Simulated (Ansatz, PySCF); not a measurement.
This Ansatz (an electronic-structure program) input computes a CCSD(T)/cc-pVDZ energy:

Ansatz 0.2 input:
```yaml
crystal:
  periodic: [false, false, false]
  atoms:
    - {symbol: C, position_ang: [0.02626120, 0.80023624, -0.00162620]}
    - {symbol: N, position_ang: [-0.02330573, -0.71017665, 0.00144319]}
    - {symbol: H, position_ang: [-0.99358514, 1.17371220, -0.00278660]}
    - {symbol: H, position_ang: [-0.51214923, -1.06595556, 0.82736530]}
    - {symbol: H, position_ang: [-0.51150715, -1.06933122, -0.82339698]}
    - {symbol: H, position_ang: [0.55255591, 1.12478962, 0.89126304]}
    - {symbol: H, position_ang: [0.55325085, 1.12113599, -0.89542565]}
    - {symbol: H, position_ang: [0.91700769, -1.11453191, 0.00263580]}
basis:
  gaussian:
    orbitals: cc-pVDZ
total_charge: 1
magnetization: {spin_polarized: false}
correlation: {method: ccsd_t, electrons: outside_noble_gas}
```

Q: Write an input for the same energy in PySCF and say what it gives.

A: 
```python
from pyscf import gto, scf, mp, cc as ccmod

mol = gto.M(
    atom='''
    C     0.02626120    0.80023624   -0.00162620
    N    -0.02330573   -0.71017665    0.00144319
    H    -0.99358514    1.17371220   -0.00278660
    H    -0.51214923   -1.06595556    0.82736530
    H    -0.51150715   -1.06933122   -0.82339698
    H     0.55255591    1.12478962    0.89126304
    H     0.55325085    1.12113599   -0.89542565
    H     0.91700769   -1.11453191    0.00263580
    ''',
    basis='cc-pvdz',
    charge=1,
    spin=0,
    verbose=4,
)

mf = scf.RHF(mol)
mf.conv_tol = 1e-10
mf.max_cycle = 100
mf.kernel()
mp2 = mp.MP2(mf, frozen=2).run()
cc = ccmod.CCSD(mf, frozen=2)
cc.max_cycle = 100
cc.kernel()
et = cc.ccsd_t()
print(f'E(CCSD(T)) = {cc.e_tot + et:.9f}')
```
It gives -95.95157 Eh, and Ansatz -95.95157 Eh, a difference of 0.00 mEh.

It need not be the lowest isomer of its formula.
